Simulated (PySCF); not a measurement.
Cartesian coordinates in Å; atom numbers follow the order of the lines, from 1:
```xyz
11

Cl   -2.5698    1.1240    0.2039
C    -0.9720    0.5415    0.0199
C     0.0618    1.1625   -0.5689
C     1.2155    0.2937   -0.4886
C     0.8854   -0.8419    0.1413
C    -0.5547   -0.7991    0.5335
H     0.0578    2.1338   -1.0263
H     2.1794    0.5540   -0.8862
H     1.5214   -1.6802    0.3548
H    -1.1303   -1.6062    0.0771
H    -0.6892   -0.8794    1.6136
```

No solvent model, relativity neglected, one conformer, averaged over atoms made equivalent by symmetry, fast rotation or ring inversion. GFN2-xTB structure; shieldings: GIAO PBE0/pcSseg-1; PySCF 2.14.

Scale: 13C, 1H against TMS; HCl for 35Cl (reference shieldings calculated alike).

```tsv
atoms	nucleus	count	Hirshfeld charge	δ (ppm)
H8	1H	1	0.05	6.71
Cl1	35Cl	1	-0.04	194
H10/H11	1H	2	0.06	3.08
C6	13C	1	-0.08	?
H9	1H	1	0.05	6.47
C3	13C	1	-0.07	136.6
C5	13C	1	-0.05	?
C2	13C	1	0.01	?
C4	13C	1	-0.06	139.9
H7	1H	1	0.06	6.57
```

Problem. Complete the table.

Solution. 
- C2: 150.1 ppm, fully substituted alkene carbon; as expected for a trigonal carbon in a double bond
- C5: 138.5 ppm, alkene CH; an sp2 carbon of a C=C bond
- C6: 49.9 ppm, allylic sp3 CH2; aliphatic region, no heteroatom directly attached

Carbons that carry Cl, above all several Cl atoms, come out too deshielded, partly because spin–orbit coupling is missing. Shifts are as computed. Against solution values, carbons near 30 ppm lie about +3 ppm off and those near 130 ppm about +5 ppm; carbons on Cl a further +6 ppm. Of 1211 compounds with measured shifts, 218 miss one by over three times the rms of a fit or turn the order of signals round; such compounds aren't used in these exercises.
